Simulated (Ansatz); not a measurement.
Results of revPBE (PAW; Ansatz, a quantum-chemistry and plane-wave program) for diamond-structure Si.

Run with plane-wave cutoff 520 eV, 12×12×12 k mesh, Fermi–Dirac smearing 0.01 eV, scalar-relativistic PAW data made under PBE.

Cell (relaxed at this level):

Si is taken in the cubic space group Fd-3m, origin choice 1 (No. 227), the diamond structure, Pearson symbol cF8. Conventional cell: a = 5.494 Å, b = 5.494 Å, c = 5.494 Å, α = 90.00°, β = 90.00°, γ = 90.00°. Si on 8b is coordinated by 4 Si at 2.379 Å (tetrahedral). (Neighbours: up to the widest gap in distance over summed covalent radii, below 1.35, at either atom.)
(The calculation used a cell of 2 atoms; values per cell refer to that cell.)

Q: What does this level give for the bulk modulus B0, smallest direct gap on the k points sampled, pressure derivative B′ of the bulk modulus, band gap and width of the whole s-p valence band?

A: 
- bulk modulus B0: 85.9 GPa
- smallest direct gap on the k points sampled: 2.55 eV
- pressure derivative B′ of the bulk modulus: 4.3
- band gap: 0.68 eV (indirect)
- width of the whole s-p valence band: 11.71 eV

Measured, for comparison: bulk modulus 101 GPa (0 K value with zero-point phonon effects removed; as tabulated in Sun et al. (2011), doi:10.1103/physrevb.84.035117). Computed (rounded) less measured: bulk modulus -15 %.

Cost on a shared machine: roughly 13 core-seconds.
